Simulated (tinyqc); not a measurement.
Inside a calculation. Method: extended Hueckel theory, for N2+. The parameters take no account of the charge, which enters only through the electron count. One step of it, computed by the program tinyqc.

Question. Mulliken analysis. P = C n C^T; charge = valence electrons (N 5) minus the sum of (P S)_ii on the atom; overlap population = 2 sum P_ij S_ij between two atoms.

coefficients:
```
              MO1        MO2       MO3        MO4        MO5        MO6        MO7        MO8
1N 2s    0.608802   0.679127  0.000000   0.000000  -0.177443   0.000000   0.000000   0.805673
1N 2px   0.000000   0.000000  0.607548  -0.221099   0.000000   0.755763  -0.225497   0.000000
1N 2py   0.000000   0.000000  0.221099   0.607548   0.000000   0.225497   0.755763   0.000000
1N 2pz   0.002463  -0.286061  0.000000   0.000000   0.637947   0.000000   0.000000   1.000939
2N 2s    0.608802  -0.679127  0.000000   0.000000  -0.177443   0.000000   0.000000  -0.805673
2N 2px   0.000000   0.000000  0.607548  -0.221099   0.000000  -0.755763   0.225497   0.000000
2N 2py   0.000000   0.000000  0.221099   0.607548   0.000000  -0.225497  -0.755763   0.000000
2N 2pz  -0.002463  -0.286061  0.000000   0.000000  -0.637947   0.000000   0.000000   1.000939
```

occupations: 2.000000  2.000000  2.000000  2.000000  1.000000  0.000000  0.000000  0.000000

overlap S, lower triangle:
```
            1N 2s    1N 2px    1N 2py     1N 2pz     2N 2s    2N 2px    2N 2py    2N 2pz
1N 2s    1.000000
1N 2px   0.000000  1.000000
1N 2py   0.000000  0.000000  1.000000
1N 2pz   0.000000  0.000000  0.000000   1.000000
2N 2s    0.346005  0.000000  0.000000   0.369423  1.000000
2N 2px   0.000000  0.196176  0.000000   0.000000  0.000000  1.000000
2N 2py   0.000000  0.000000  0.196176   0.000000  0.000000  0.000000  1.000000
2N 2pz  -0.369423  0.000000  0.000000  -0.329946  0.000000  0.000000  0.000000  1.000000
```

Give: charges; Overlap populations.

Answer.

charges: 1N 0.5000, 2N 0.5000

Overlap populations:

| pair | value |
|---|---|
| 2-1 | 1.124317 |
